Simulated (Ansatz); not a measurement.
`CC(CF)CF` → `CC(F)CF` + `[CH2]` (triplet) at 700 K and 1 bar (formal loss of a carbene).

Program: Ansatz. Geometries: PBE0-D4/def2-TZVP. ΔE: electronic, gas phase. CCSD(T)/CBS is the MP2 limit (def2-TZVPP, def2-QZVPP) plus CCSD(T) − MP2 in def2-TZVPP, frozen cores. This one scheme is used for every species. Triplets are unrestricted, without spin–orbit coupling. Each species was taken in one conformer, which may not be the lowest.

```json
{"species": "`CC(CF)CF`", "CCSD(T)/CBS energy (Eh)": "-356.60649", "H − E (kJ/mol)": "394.4", "S (J/(mol·K))": "471.9"}
{"species": "`CC(F)CF`", "CCSD(T)/CBS energy (Eh)": "-317.34651", "H − E (kJ/mol)": "302.0", "S (J/(mol·K))": "417.0"}
{"species": "`[CH2]` (triplet)", "CCSD(T)/CBS energy (Eh)": "-39.09499", "H − E (kJ/mol)": "70.4", "S (J/(mol·K))": "226.8"}
```

H − E and S are ideal-gas, rigid-rotor, harmonic terms from PBE0-D4/def2-TZVP, for one conformer and one mirror image of each species, with the whole ground term of open shells counted as degenerate. 1 Eh = 2625.50 kJ/mol, R = 8.31446 J/(mol·K).

Problem. By hand: ΔE, ΔH, ΔS and ΔG.

Solution. ΔE = (-317.34651) + (-39.09499) − (-356.60649) = 0.16499 Eh = 433.2 kJ/mol. Δ(H − E) = 302.0 + 70.4 − 394.4 = -22.0, so ΔH = 411.2 kJ/mol. ΔS = 417.0 + 226.8 − 471.9 = 171.9 J/(mol·K). ΔG = 411.2 − 700 × (171.9)/1000 = 290.9 kJ/mol.

Problem. By hand: the equilibrium constant, and the temperature at which ΔG would vanish if ΔH and ΔS stayed fixed.

Solution. log₁₀ K = −ΔG/(RT ln 10) = -21.7. ΔG = 0 at ΔH/ΔS = 2392 K.

The number of gas molecules changes by +1, which sets the sign of ΔS. A doubt of 5 kJ/mol in ΔE shifts log₁₀ K by 0.4 here. Other conformers and mirror images would add mixing entropy, several J/(mol·K) or more a flexible species. A triplet takes part, so the spin changes. These are equilibria of isolated gas molecules and say nothing of rates. Largest T1 diagnostic: 0.011 (customary marks: 0.02 for closed shells, 0.045 for open ones).
